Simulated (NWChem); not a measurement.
Everything below was run with NWChem. System: Si (+1), charge 1, spin multiplicity 2. Its SCF solution wasn't tested for a lower state. Level: UHF/def2-TZVP.

Input file:

```
start mol
memory heap 200 mb stack 900 mb global 1100 mb
charge 1
geometry units angstroms nocenter noautoz
  Si     0.000000     0.000000     0.000000
  symmetry group D2h
end
basis spherical
  * library def2-tzvp
end
scf
  uhf
  nopen 1
  maxiter 100
  thresh 1e-7
  semidirect memsize 60000000 filesize 0
  # guess.movecs holds the orbitals of an unrestricted PBE0 run
  vectors input guess.movecs output mol.movecs
end
task scf energy
```

NWChem printed:

```
             Northwest Computational Chemistry Package (NWChem) 7.3.0
             --------------------------------------------------------

                                NWChem Input Module
                                -------------------

 Scaling coordinates for geometry "geometry" by  1.889725989
 (inverse scale =  0.529177249)

                             Geometry "geometry" -> ""
                             -------------------------

 Output coordinates in angstroms (scale by  1.889725989 to convert to a.u.)

  No.       Tag          Charge          X              Y              Z
 ---- ---------------- ---------- -------------- -------------- --------------
    1 Si                  14.0000     0.00000000     0.00000000     0.00000000

 Effective nuclear repulsion energy (a.u.)       0.0000000000

            Nuclear Dipole moment (a.u.)
            ----------------------------
        X                 Y               Z
 ---------------- ---------------- ----------------
     0.0000000000     0.0000000000     0.0000000000

      Symmetry information
      --------------------

 Group name             D2h
 Group number             26
 Group order               8
 No. of unique centers     1

      Symmetry unique atoms

     1


 Summary of "ao basis" -> "" (spherical)
 ------------------------------------------------------------------------------
       Tag                 Description            Shells   Functions and Types
 ---------------- ------------------------------  ------  ---------------------
 *                         def2-tzvp                  on all atoms

 Summary of "ao basis" -> "ao basis" (spherical)
 ------------------------------------------------------------------------------
       Tag                 Description            Shells   Functions and Types
 ---------------- ------------------------------  ------  ---------------------
 Si                        def2-tzvp                13       37   5s5p2d1f

                                 NWChem SCF Module
                                 -----------------

  ao basis        = "ao basis"
  functions       =    37
  atoms           =     1
  alpha electrons =     7
  beta  electrons =     6
  charge          =   1.00
  wavefunction    = UHF
  use symmetry    = T
  symmetry adapt  = T

 Summary of "ao basis" -> "ao basis" (spherical)
 ------------------------------------------------------------------------------
       Tag                 Description            Shells   Functions and Types
 ---------------- ------------------------------  ------  ---------------------
 Si                        def2-tzvp                13       37   5s5p2d1f

      Symmetry analysis of basis
      --------------------------

        ag          9
        au          1
        b1g         2
        b1u         7
        b2g         2
        b2u         7
        b3g         2
        b3u         7

 Forming initial guess at       0.0s

   Symmetry analysis of molecular orbitals - initial alpha
   -------------------------------------------------------

  Numbering of irreducible representations:

     1 ag          2 au          3 b1g         4 b1u         5 b2g
     6 b2u         7 b3g         8 b3u

  Orbital symmetries:

     1 ag          2 ag          3 b3u         4 b2u         5 b1u
     6 ag          7 b1u         8 b2u         9 b3u        10 b3g
    11 b2g        12 ag         13 b1g        14 ag         15 ag
    16 b1u        17 b2u

   Symmetry analysis of molecular orbitals - initial beta
[...]
  ----- ------------  ---------------      ----- ------------  ---------------
    17      0.668117  1 Si pz                20      0.266624  1 Si pz
    14      0.204317  1 Si pz                 8     -0.184005  1 Si pz

 Vector    8  Occ=0.000000D+00  E=-2.627562D-01  Symmetry=b3u
              MO Center=  6.7D-19,  3.8D-34, -5.4D-35, r^2= 2.7D+00
   Bfn.  Coefficient  Atom+Function         Bfn.  Coefficient  Atom+Function
  ----- ------------  ---------------      ----- ------------  ---------------
    15      0.508686  1 Si px                18      0.488264  1 Si px
     6     -0.153443  1 Si px                12      0.151725  1 Si px

 Vector    9  Occ=0.000000D+00  E=-2.627562D-01  Symmetry=b2u
              MO Center=  3.0D-34,  5.3D-19, -4.5D-35, r^2= 2.7D+00
   Bfn.  Coefficient  Atom+Function         Bfn.  Coefficient  Atom+Function
  ----- ------------  ---------------      ----- ------------  ---------------
    16      0.508686  1 Si py                19      0.488264  1 Si py
     7     -0.153443  1 Si py                13      0.151725  1 Si py

 Vector   10  Occ=0.000000D+00  E= 5.945937D-02  Symmetry=b1u
              MO Center= -4.8D-23,  7.3D-23,  7.8D-17, r^2= 6.3D+00
   Bfn.  Coefficient  Atom+Function         Bfn.  Coefficient  Atom+Function
  ----- ------------  ---------------      ----- ------------  ---------------
    20      1.409745  1 Si pz                17     -1.155763  1 Si pz

                     UHF Final Beta Molecular Orbital Analysis
                     -----------------------------------------

 Vector    4  Occ=1.000000D+00  E=-4.606635D+00  Symmetry=b2u
              MO Center= -4.0D-34,  3.1D-17, -3.9D-34, r^2= 1.0D-01
   Bfn.  Coefficient  Atom+Function         Bfn.  Coefficient  Atom+Function
  ----- ------------  ---------------      ----- ------------  ---------------
     7      0.713375  1 Si py                10      0.353080  1 Si py

 Vector    5  Occ=1.000000D+00  E=-4.590230D+00  Symmetry=b1u
              MO Center= -6.4D-34,  2.5D-34,  8.3D-19, r^2= 1.0D-01
   Bfn.  Coefficient  Atom+Function         Bfn.  Coefficient  Atom+Function
  ----- ------------  ---------------      ----- ------------  ---------------
     8      0.714660  1 Si pz                11      0.353076  1 Si pz

 Vector    6  Occ=1.000000D+00  E=-7.961231D-01  Symmetry=ag
              MO Center= -1.7D-34,  3.0D-35,  9.7D-34, r^2= 1.4D+00
   Bfn.  Coefficient  Atom+Function         Bfn.  Coefficient  Atom+Function
  ----- ------------  ---------------      ----- ------------  ---------------
     4      0.821825  1 Si s                  3     -0.437512  1 Si s
     5      0.349261  1 Si s

 Vector    7  Occ=0.000000D+00  E=-2.516846D-01  Symmetry=b3u
              MO Center=  3.1D-20, -4.5D-37, -3.4D-37, r^2= 2.7D+00
   Bfn.  Coefficient  Atom+Function         Bfn.  Coefficient  Atom+Function
  ----- ------------  ---------------      ----- ------------  ---------------
    18      0.505742  1 Si px                15      0.490917  1 Si px
    12      0.152948  1 Si px                 6     -0.152033  1 Si px

 Vector    8  Occ=0.000000D+00  E=-2.516846D-01  Symmetry=b2u
              MO Center=  4.1D-33, -5.1D-19, -4.1D-33, r^2= 2.7D+00
   Bfn.  Coefficient  Atom+Function         Bfn.  Coefficient  Atom+Function
  ----- ------------  ---------------      ----- ------------  ---------------
    19      0.505742  1 Si py                16      0.490917  1 Si py
    13      0.152948  1 Si py                 7     -0.152033  1 Si py

 Vector    9  Occ=0.000000D+00  E=-1.999858D-01  Symmetry=b1u
              MO Center=  1.2D-30, -2.2D-31, -2.3D-20, r^2= 3.0D+00
   Bfn.  Coefficient  Atom+Function         Bfn.  Coefficient  Atom+Function
  ----- ------------  ---------------      ----- ------------  ---------------
    20      0.590848  1 Si pz                17      0.405596  1 Si pz
    14      0.155212  1 Si pz

 center of mass
 --------------
 x =   0.00000000 y =   0.00000000 z =   0.00000000

 moments of inertia (a.u.)
 ------------------
           0.000000000000           0.000000000000           0.000000000000
           0.000000000000           0.000000000000           0.000000000000
           0.000000000000           0.000000000000           0.000000000000

  Mulliken analysis of the total density
  --------------------------------------

    Atom       Charge   Shell Charges
 -----------   ------   -------------------------------------------------------
    1 Si  14    13.00   2.00  0.60  1.37  1.41  0.61  4.09  1.75  0.32  0.63  0.21  0.00  0.00  0.00

  Mulliken analysis of the alpha density
  --------------------------------------

    Atom       Charge   Shell Charges
 -----------   ------   -------------------------------------------------------
    1 Si  14     7.00   1.00  0.30  0.68  0.71  0.30  2.06  0.86  0.23  0.64  0.21  0.00  0.00  0.00

   Mulliken analysis of the beta density
   -------------------------------------

    Atom       Charge   Shell Charges
 -----------   ------   -------------------------------------------------------
    1 Si  14     6.00   1.00  0.30  0.68  0.70  0.31  2.03  0.89  0.09 -0.00  0.00  0.00  0.00  0.00

   Mulliken analysis of the spin density
   -------------------------------------

    Atom       Charge   Shell Charges
 -----------   ------   -------------------------------------------------------
    1 Si  14     1.00   0.00  0.00 -0.00  0.01 -0.01  0.03 -0.02  0.14  0.64  0.21  0.00  0.00  0.00

       Multipole analysis of the density wrt the origin
       ------------------------------------------------

     L   x y z        total         alpha         beta         nuclear
     -   - - -        -----         -----         ----         -------
     0   0 0 0      1.000000     -7.000000     -6.000000     14.000000

     1   1 0 0      0.000000      0.000000     -0.000000      0.000000
     1   0 1 0      0.000000      0.000000     -0.000000      0.000000
     1   0 0 1      0.000000      0.000000      0.000000      0.000000

     2   2 0 0     -5.751872     -3.464379     -2.287493      0.000000
     2   1 1 0     -0.000000     -0.000000      0.000000      0.000000
     2   1 0 1      0.000000      0.000000      0.000000      0.000000
     2   0 2 0     -5.751872     -3.464379     -2.287493      0.000000
     2   0 1 1     -0.000000     -0.000000      0.000000      0.000000
     2   0 0 2     -8.689533     -6.695104     -1.994428      0.000000

 Task  times  cpu:        0.2s     wall:        0.2s

 Total times  cpu:        0.2s     wall:        0.2s
```
